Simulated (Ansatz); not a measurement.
Equilibrium volume per atom of As (model structure, started from the beta-Sn type, I4₁/amd, No. 141, 2 atoms in the cell) at several levels of theory

No measured value is used here.

Q: Put these levels in order of the equilibrium volume per atom that they give for As (model structure, started from the beta-Sn type, I4₁/amd, No. 141, 2 atoms in the cell), smallest first: PBE (Ansatz, a program for electronic structure), PBEsol (Ansatz), r²SCAN (Ansatz).

A: PBEsol (19.39 Å³/atom), r²SCAN (19.92 Å³/atom), PBE (20.28 Å³/atom)

Ansatz's density-functional and Hartree–Fock values are scalar-relativistic unless marked +SOC, with PAW data made under PBE.

A model structure was made by putting elements into a prototype or built by hand; it is no filed structure, need not be a known phase, and can be a saddle point held by its symmetry.
